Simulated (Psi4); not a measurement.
This Psi4 input (B3LYP/pcseg-0) gives -93.18210 Eh with 20 basis functions.

```
memory 2025 MB

molecule {
0 1
C    -0.00000000   -0.00000000   -0.49689011
N     0.00000000    0.00000000    0.64927938
H    -0.00000000   -0.00000000   -1.56361504
}

set {
  basis pcseg-0
  scf_type df
}

energy('b3lyp')
print_variables()
```

Change:
```diff
- basis pcseg-0
+ basis 6-31g*
```

What does the run give now?

-93.42230 Eh (B3LYP/6-31G*, 32 functions), a change of -240.20 mEh.
